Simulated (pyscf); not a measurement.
**Hydrogen abstraction: H₃C–NH₂ (SMILES CN) + H• (SMILES [H]) -> H₃C–NH• (SMILES C[NH]) + H₂ (SMILES [H][H])**

Gas phase, doublet surface, charge 0. Bonds broken: N2–H7. Bonds formed: H6–H7. Single points on ωB97X-D3(BJ)/def2-SVP structures (PySCF, gas phase).

Transition state (Å):

```xyz
8

C     -0.1095     0.2994    -0.1880
N      0.1404    -0.7912     0.7406
H      0.7892     0.9408    -0.2218
H     -0.9663     0.9486     0.0713
H     -0.2693    -0.1006    -1.2012
H     -1.8225    -1.6688     0.9526
H     -0.9165    -1.4873     0.8047
H      0.1513    -0.4045     1.6928
```

One imaginary mode, 1500i cm⁻¹; descent along it reached the two sides named.

```csv
bond,change,reactant side (Å),saddle,product side
N2–H7,breaks,1.019,1.267,2.490
H6–H7,forms,3.0,0.936,0.763
```

Electronic energies relative to the separated reactants (eV):

```json
[
 {"level": "ωB97X-D3(BJ)/def2-TZVP", "barrier": "0.43", "reaction energy": "-0.12", "reverse barrier": "0.55"},
 {"level": "PBE/def2-TZVP", "barrier": "0.15", "reaction energy": "-0.08", "reverse barrier": "0.22"},
 {"level": "r²SCAN/def2-TZVP", "barrier": "0.10", "reaction energy": "-0.27", "reverse barrier": "0.37"},
 {"level": "B3LYP-D3(BJ)/def2-TZVP", "barrier": "0.16", "reaction energy": "-0.26", "reverse barrier": "0.43"},
 {"level": "PBE0-D3(BJ)/def2-TZVP", "barrier": "0.31", "reaction energy": "-0.06", "reverse barrier": "0.37"},
 {"level": "M06-2X/def2-TZVP", "barrier": "0.51", "reaction energy": "-0.06", "reverse barrier": "0.58"},
 {"level": "ωB97M-D3(BJ)/def2-TZVP", "barrier": "0.43", "reaction energy": "-0.09", "reverse barrier": "0.52"},
 {"level": "HF/def2-TZVP", "barrier": "0.93", "reaction energy": "-0.29", "reverse barrier": "1.21"}
]
```

With ωB97M-D3(BJ)/def2-TZVP energies and thermal terms (ideal gas, 1 atm, RRHO with modes under 100 cm⁻¹ raised to 100, one conformer, R ln 2 for chiral ones without a mode under 150 cm⁻¹), in eV:

| T (K) | ΔH‡ | ΔG‡ | ΔH | ΔG |
|---|---|---|---|---|
| 298 | 0.31 | 0.59 | -0.21 | -0.27 |
| 600 | 0.29 | 0.89 | -0.19 | -0.34 |
| 900 | 0.29 | 1.18 | -0.20 | -0.42 |
| 1200 | 0.28 | 1.48 | -0.21 | -0.49 |

H₃C–NH• lies 0.32 eV over its isomer •H₂C–NH₂ (electronic energy, ωB97M-D3(BJ)/def2-TZVP). One saddle was located; it need not be the lowest between these sides. The angle at the transferred H is 157°.
